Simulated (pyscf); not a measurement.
CuH + hydrogen fluoride (HF) → F–Cu + hydrogen (H₂) (four-centre exchange; singlet surface; Cu–H, F–H broken, Cu–F, H–H formed). Optimised with ωB97X-D3(BJ)/def2-SVP in PySCF. Energies in kcal/mol from the separated reactants.

| level | barrier | reaction energy |
|---|---|---|
| ωB97X-D3(BJ)/def2-TZVP | 6.5 | -4.6 |
| r²SCAN/def2-TZVP | 7.6 | -2.0 |
| B3LYP-D3(BJ)/def2-TZVP | 10.3 | -1.4 |
| PBE0-D3(BJ)/def2-TZVP | ? | ? |
| ωB97M-D3(BJ)/def2-TZVP | ? | -1.8 |
| HF/def2-TZVP | 11.3 | -7.8 |

### Question
What belongs in the gaps?

### Answer

- PBE0-D3(BJ)/def2-TZVP, barrier: 8.4
- PBE0-D3(BJ)/def2-TZVP, reaction energy: 0.0
- ωB97M-D3(BJ)/def2-TZVP, barrier: 9.0

The functionals in the table span 3.7 kcal/mol in this barrier, from ωB97X-D3(BJ) to B3LYP-D3(BJ). On the reactant side the descent ends in a complex, 6.4 kcal/mol under the separated species and 12.9 kcal/mol under the saddle at ωB97X-D3(BJ)/def2-TZVP. The reactants may also form a dative adduct at CuH; it and routes through it were not searched. The products may also form a dative adduct at F–Cu; it and routes through it were not searched. At the saddle there is also a short Cu–H contact that neither side keeps. One saddle was located; it need not be the lowest between these sides.
